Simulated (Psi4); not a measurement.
# C2H5F (SMILES CCF): HF/STO-3G

What is the vertical electron affinity of C2H5F at HF/STO-3G? 

The calculation is run with Psi4 1.11.

8 further runs of the same task are left out: 8 set aside as unsound or not needed.

## (1) The system as given

C2H5F: 8 atoms, total charge 0, spin state singlet. As SMILES, `CCF`. The shape is that of a PBE0-D4/def2-TZVP optimisation.

Bond lengths: C1–C2 1.504 Å, C2–F3 1.386 Å, C1–H4 1.093 Å, C1–H5 1.092 Å, C1–H6 1.091 Å, C2–H7 1.094 Å, C2–H8 1.094 Å. Some angles: C1–C2–F3 110.1°, C1–C2–H7 111.6°, C1–C2–H8 111.6°, F3–C2–H7 107.4°, F3–C2–H8 107.4°, C2–C1–H4 109.9°, C2–C1–H5 110.8°, C2–C1–H6 110.8°, H7–C2–H8 108.6°, H4–C1–H5 108.4°.

## (2) A single-point energy at HF/STO-3G

c2h5f.inp reads:

```
memory 1600 mb

molecule m {
  0 1
  C
  C 1 R2
  F 2 R3 1 A3
  H 1 R4 2 A4 3 D4
  H 1 R5 4 A5 2 D5
  H 1 R6 5 A6 4 D6
  H 2 R7 3 A7 1 D7
  H 2 R8 7 A8 3 D8

  R2 = 1.503643
  R3 = 1.386054
  A3 = 110.09735
  R4 = 1.092988
  A4 = 109.86921
  D4 = -179.99878
  R5 = 1.091561
  A5 = 108.36245
  D5 = 121.1445
  R6 = 1.091487
  A6 = 108.63345
  D6 = -117.53214
  R7 = 1.094319
  A7 = 107.38351
  D7 = 121.66408
  R8 = 1.094351
  A8 = 108.64763
  D8 = -115.84888
  symmetry c1
}

set {
  basis STO-3G
  puream true
  e_convergence 1e-09
  d_convergence 1e-08
  scf_type pk
}

energy_value, wavefunction = energy("hf", return_wfn=True)
oeprop(wavefunction, "MAYER_INDICES", "DIPOLE", "QUADRUPOLE")
print_variables()
```

Run with:

```sh
psi4 c2h5f.inp c2h5f.out -n 1
```

c2h5f.out:

```text
[...]
  Running in c1 symmetry.
[...]
  Nuclear repulsion =   79.415965941215816
[...]
  Multiplicity = 1
[...]
  Nalpha       = 13
  Nbeta        = 13
[...]
    Number of basis functions: 20
[...]
   @RHF iter   1:  -175.69335852948942   -2.29448e+00   1.34277e-02 ADIIS/DIIS
[...]
   @RHF iter  10:  -175.75148698614811   -1.13687e-13   2.98157e-09 DIIS
[...]
    Orbital Energies [Eh]
    ---------------------
    Doubly Occupied:
       1A    -25.907715     2A    -11.111723     3A    -11.048928
       4A     -1.473079     5A     -0.986481     6A     -0.806544
       7A     -0.627986     8A     -0.590860     9A     -0.543156
      10A     -0.505567    11A     -0.481643    12A     -0.404001
      13A     -0.402902
[...]
  @RHF Final Energy:  -175.75148698614811
   => Energetics <=
    Nuclear Repulsion Energy =             79.4159659412158163
    One-Electron Energy =                -400.5537339936426520
    Two-Electron Energy =                 145.3862810662787410
    Total Energy =                       -175.7514869861481088
[...]
 Multipole Moments:
 ------------------------------------------------------------------------------------
     Multipole            Electronic (a.u.)      Nuclear  (a.u.)        Total (a.u.)
 ------------------------------------------------------------------------------------
 L = 1.  Multiply by 2.5417464519 to convert [e a0] to [Debye]
 Dipole X            :         -0.0000274            0.0000217           -0.0000057
 Dipole Y            :         -3.5857911            4.0207549            0.4349638
 Dipole Z            :          3.6995464           -3.9154307           -0.2158843
 Magnitude           :                                                    0.4855920
 L = 2.  Multiply by 1.3450342976 to convert [e a0^2] to [Debye ang]
 Quadrupole XX       :        -23.8315464           11.2580965          -12.5734499
 Quadrupole XY       :         -0.0001634            0.0001360           -0.0000274
[...]
```

Run time: 0.96 s. Hardware: 1 thread of AMD EPYC 9R45 (Zen 5), shared host; peak memory 0.18 GiB.

## (3) The doublet anion: energy and gradient at UHF/STO-3G

c2h5f.in reads:

```
memory 1.6 GB

molecule molecule1 {
  -1 2
  C     -0.431700     0.566900    -0.264600
  C      0.378400    -0.599100     0.230500
  F      1.663300    -0.186400     0.546500
  H     -1.443900     0.237400    -0.512600
  H      0.018600     0.998500    -1.160400
  H     -0.500300     1.343000     0.499800
  H      0.464000    -1.381500    -0.529800
  H     -0.056300    -1.036000     1.134800
  symmetry c1
  no_reorient
  no_com
}

set basis STO-3G
set reference uhf
set puream true
set e_convergence 1e-09
set d_convergence 1e-08
set scf_type pk
set maxiter 200

result, w = gradient("scf", return_wfn=True)
oeprop(w, "MAYER_INDICES", "DIPOLE", "QUADRUPOLE")
```

Run with:

```sh
psi4 -n 1 c2h5f.in c2h5f.out
```

c2h5f.out (excerpt; [...] marks lines left out):

```text
[...]
  Running in c1 symmetry.
[...]
  Nuclear repulsion =   79.415969119109732
[...]
  Multiplicity = 2
[...]
  Nalpha       = 14
  Nbeta        = 13
[...]
    Number of basis functions: 20
[...]
   @UHF iter   1:  -175.17374143809889   -1.77486e+00   1.07388e-02 ADIIS/DIIS
[...]
   @UHF iter  16:  -175.22824973339266   -3.41061e-13   5.95718e-09 DIIS
[...]
   @S^2 Observed:                7.629795212E-01
[...]
  @UHF Final Energy:  -175.22824973339266
   => Energetics <=
    Nuclear Repulsion Energy =             79.4159691191097323
    One-Electron Energy =                -410.1125749965356135
    Two-Electron Energy =                 155.4683561440332369
    Total Energy =                       -175.2282497333926585
  UHF NO Occupations:
  HONO-2 :   12  A 1.9993358
  HONO-1 :   13  A 1.9953087
[...]
  -Total Gradient:
     Atom            X                  Y                   Z
    ------   -----------------  -----------------  -----------------
       1       -0.052752617795     0.028881220810    -0.022402046532
       2        0.388266640421     0.099182164407     0.100757084106
       3       -0.365008735507    -0.099617929242    -0.093431844974
       4        0.041867609869    -0.014593452866     0.016112790235
       5        0.010697622155    -0.007819136152     0.007832491955
       6        0.012266286934    -0.008894405266     0.002759257455
       7       -0.022447812364     0.004608931072     0.009517420901
       8       -0.012888993712    -0.001747392762    -0.021145153145
[...]
 Multipole Moments:
 ------------------------------------------------------------------------------------
     Multipole            Electronic (a.u.)      Nuclear  (a.u.)        Total (a.u.)
 ------------------------------------------------------------------------------------
 L = 1.  Multiply by 2.5417464519 to convert [e a0] to [Debye]
 Dipole X            :        -26.0257760           24.8158835           -1.2098925
 Dipole Y            :          3.7255582           -3.2302978            0.4952603
 Dipole Z            :         -8.2923930            7.8342376           -0.4581554
 Magnitude           :                                                    1.3852902
 L = 2.  Multiply by 1.3450342976 to convert [e a0^2] to [Debye ang]
 Quadrupole XX       :       -124.3443675          105.0977580          -19.2466095
 Quadrupole XY       :         26.7407981          -25.7035782            1.0372199
[...]
```

Wall time 1 s (1 thread of AMD EPYC 9R45 (Zen 5), shared host); peak memory 0.18 GiB.

## (4) Results

At HF/STO-3G:

| quantity | value |
| --- | --- |
| singlet C2H5F: total energy | -175.75149 Eh |
| singlet C2H5F: dipole moment | 1.23 D |
| singlet C2H5F: HOMO energy | -10.96 eV |
| singlet C2H5F: LUMO energy | 15.32 eV |
| singlet C2H5F: HOMO–LUMO gap | 26.28 eV |
| doublet anion: total energy | -175.22825 Eh |
| doublet anion: HOMO energy (highest over α and β) | 13.02 eV |
| doublet anion: LUMO energy (lowest over α and β) | 25.32 eV |
| doublet anion: ⟨S²⟩ | 0.763 |
| doublet anion: largest force on an atom | 21.248 eV/Å |
| vertical electron affinity (to the doublet anion) | -14.238 eV |

**Reading.** The anion lies 14.24 eV (1374 kJ/mol) above the neutral: the electron isn't bound at this level, and such a value depends on the basis. Without diffuse functions anions come out too high. Hartree–Fock misses the correlation that binds many anions. In a minimal basis such a difference can be off by several eV, whatever the method. The HOMO (doublet anion) lies at positive energy, 13.02 eV: the electron is unbound at this level or held by a compact basis; values depend on the basis.
